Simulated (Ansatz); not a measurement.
# AlHF (SMILES [F][AlH]): UCCSDT(Q)/STO-3G

Aim: the vertical ionisation energy of AlHF at UCCSDT(Q)/STO-3G, from 2 runs. 

The calculation is run with Ansatz 0.2.0.

60 further runs of the same task are left out: 60 set aside as unsound or not needed.

## (1) The system as given

The species is AlHF (3 atoms), meant as a doublet with charge 0. SMILES: `[F][AlH]`. The shape is that of a PBE0-D4/def2-TZVP optimisation.

Bond lengths: F1–Al2 1.656 Å, Al2–H3 1.607 Å. Angles: F1–Al2–H3 115.5°.

## (2) A single-point energy at UCCSDT(Q)/STO-3G

molecule.yaml reads:

```yaml
basis:
  gaussian:
    orbitals: STO-3G
crystal:
  periodic: [false, false, false]
  atoms:
    - {symbol: F, position_ang: [0.907100, 0.893200, 0.585600]}
    - {symbol: Al, position_ang: [-0.432500, 0.318000, -0.199500]}
    - {symbol: H, position_ang: [-0.485400, -1.276100, -0.399300]}
accuracy: high
scf:
  omitted_lower_state_checks: [cluster_reference, increment]
magnetization:
  spin_polarized: true
  initial_magnetization: 1
correlation:
  method: ccsdt_q
  frozen_orbitals: {Al: 5, F: 1, H: 0}
```

Run with:

```bash
ansatz run molecule.yaml --threads 1 --pin off --max-ram 2610MiB --events-out events.jsonl --progress --plain --runs-dir runs
```

The program printed, shortened:

```text
Warning: RAYON_NUM_THREADS=1 ignored (pool sized by the plan → 1); use --threads N
Functional definition: HF
  name "HF"
[...]
245 factors; integrals over basis functions are off by at most 3.6e-8 eV
[...]
mean field -9186.24898970 eV, -337.5884237081 hartree, gradient 5.6e-8 eV, S^2 0.759899; 0 other end points of the search recorded, 0 dependent functions left out
6 core orbitals not correlated: weight in the atoms' cores, before any rotation towards them, 1.000 or more for the frozen orbitals, at most 0.000 for the correlated occupied ones
reference -9186.24898970 eV, -337.5884237081 hartree; 6, 5 occupied and 3, 4 virtual orbitals, 245 factors
second order -1.03808318 eV of doubles, -0.00000000 eV of singles
cycle   1  -1.17276512 eV  change   -1.3e-1 eV  update   8.5e-2
[...]
cycle  29  -1.50881244 eV  change  -1.6e-10 eV  update  4.0e-10
perturbative correction -0.00989924 eV, -0.0003637903 hartree
Total energy: -9187.76770138 eV, -337.6442353330 hartree
Checks for a lower state left out: cluster_reference, increment
```

Wall time 1.4 s (1 thread of AMD EPYC 9R14 (Zen 4), shared host).

## (3) The singlet cation, same level

in.yaml reads:

```yaml
crystal:
  periodic: [false, false, false]
  atoms:
    - {symbol: F, position_ang: [0.907100, 0.893200, 0.585600]}
    - {symbol: Al, position_ang: [-0.432500, 0.318000, -0.199500]}
    - {symbol: H, position_ang: [-0.485400, -1.276100, -0.399300]}
basis:
  gaussian: {orbitals: STO-3G}
total_charge: 1
correlation: {method: ccsdt_q, frozen_orbitals: {Al: 5, F: 1, H: 0}}
accuracy: high
scf: {omitted_lower_state_checks: [cluster_reference, increment]}
```

Run with:

```bash
ansatz run in.yaml --threads 1 --pin off --max-ram 2610MiB --events-out events.jsonl --progress --plain --runs-dir runs
```

The program printed, shortened:

```text
Warning: RAYON_NUM_THREADS=1 ignored (pool sized by the plan → 1); use --threads N
[... 2 set-up lines as earlier in the session ...]
[...]
245 factors; integrals over basis functions are off by at most 3.6e-8 eV
[...]
mean field -9181.82347278 eV, -337.4257889613 hartree, gradient 2.9e-8 eV, S^2 0.000000; 0 other end points of the search recorded, 0 dependent functions left out
6 core orbitals not correlated: weight in the atoms' cores, before any rotation towards them, 1.000 or more for the frozen orbitals, at most 0.000 for the correlated occupied ones
reference -9181.82347278 eV, -337.4257889613 hartree; 5, 5 occupied and 4, 4 virtual orbitals, 245 factors
second order -1.65109841 eV of doubles, -0.00000000 eV of singles
cycle   1  -1.75552211 eV  change   -1.0e-1 eV  update   1.4e-1
[...]
cycle  34  -2.40587912 eV  change   5.8e-10 eV  update  3.4e-10
perturbative correction -0.03772596 eV, -0.0013864033 hartree
Total energy: -9184.26707786 eV, -337.5155897915 hartree
Checks for a lower state left out: cluster_reference, increment
```

It took 0.3 s on 1 thread of AMD EPYC 9R14 (Zen 4), shared host.

## (4) What came out

At UCCSDT(Q)/STO-3G, 6 core orbitals frozen:

| quantity | value |
| --- | --- |
| doublet AlHF: total energy | -337.64424 Eh |
| doublet AlHF: correlation energy (6 core orbitals frozen) | -55.8 mEh |
| doublet AlHF: ⟨S²⟩ of the reference determinant | 0.760 |
| doublet AlHF: T1 diagnostic | 0.022 |
| singlet cation: total energy | -337.51559 Eh |
| singlet cation: correlation energy (6 core orbitals frozen) | -89.8 mEh |
| singlet cation: T1 diagnostic | 0.040 |
| vertical ionisation energy (to the singlet cation) | 3.501 eV |

**Reading.** The vertical ionisation energy comes to 3.50 eV (338 kJ/mol). Only the singlet of the ionised species was computed; a triplet could lie lower. In a minimal basis such a difference can be off by several eV, whatever the method. The T1 diagnostic (singlet cation) of 0.040 is above the customary mark for such species, so a single reference may not serve.
